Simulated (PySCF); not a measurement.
Does the answer move with the share of exact exchange?

Species: allene, C3H4.
SMILES: `C=C=C`

PySCF, pcSseg-2 basis, density fitting, gas phase, PBE0-D3(BJ)/def2-SVP geometry. One functional is left out:

| functional | exact exchange (%) | HOMO energy (eV) | LUMO energy (eV) |
| --- | --- | --- | --- |
| B97-D | 0 | -6.50 | -0.74 |
| BLYP | 0 | -6.41 | -0.72 |
| BP86 | 0 | -6.65 | -0.90 |
| LDA | 0 | -6.71 | -1.01 |
| OPBE | 0 | -6.54 | -0.75 |
| PBE | 0 | -6.56 | -0.83 |
| B3LYP | 20 | -7.50 | -0.08 |
| PBE0 | 25 | -7.73 | 0.17 |

Task: Predict the row of mPW1PW91 (25 % exact exchange) by straight lines through the other rows, and check it.

Result: 
```tsv
property	line	computed	computed − line	PBE0 (25 %), for comparison
HOMO energy (eV)	-7.73	-7.75	-0.02	-7.73
LUMO energy (eV)	0.15	0.16	+0.01	0.17
```

Task: Which of these properties follows the share of exact exchange most closely, and which least?

Result: Most closely the HOMO energy, least the LUMO energy; the correlations over the tabulated rows are HOMO energy -0.984, LUMO energy 0.973. The HOMO energy moves by -0.468 eV for every 10 %. Functionals with the same share still differ in their other parts: at 0 % BLYP and LDA differ by 0.30 eV in it.
